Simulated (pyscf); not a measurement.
Structures and frequencies: ωB97X-D3(BJ)/def2-SVP in PySCF.

Estimate the classical barrier height and the reaction energy of H₃C–Sb(CH₃)–CH₃ (SMILES [CH3][Sb]([CH3])[CH3]) + H₂ (SMILES [H][H]) → H₃C–SbH–CH₃ (SMILES [CH3][SbH][CH3]) + CH₄ (SMILES C) at ωB97M-D3(BJ)/def2-TZVP. The step runs on the singlet surface, breaks C–Sb, H–H and forms H–Sb, C–H; take the separated reactants as zero.

ΔE‡ = 3.24 eV, ΔE = -0.50 eV. Zero-point energy shifts the barrier by +0.05 eV. It is a four-centre exchange, with an imaginary mode of 1530i cm⁻¹. At the saddle there is also a short H–Sb contact that neither side keeps. From the product side, H₃C–Sb•–CH₃ + H• + CH₄ lies, by one bond made or cut, 0.72 eV under this saddle at ωB97M-D3(BJ)/def2-TZVP. The same reactants have a lower exit, to CH₃• + H₃C–Sb•–CH₃ + H₂ (no saddle counted: cutting one bond costs +2.70 eV at ωB97M-D3(BJ)/def2-TZVP, against +3.24 eV here). This is the saddle that the search found; another between the same sides may lie lower. Elements past Kr carry the def2 core potentials, without spin-orbit coupling.
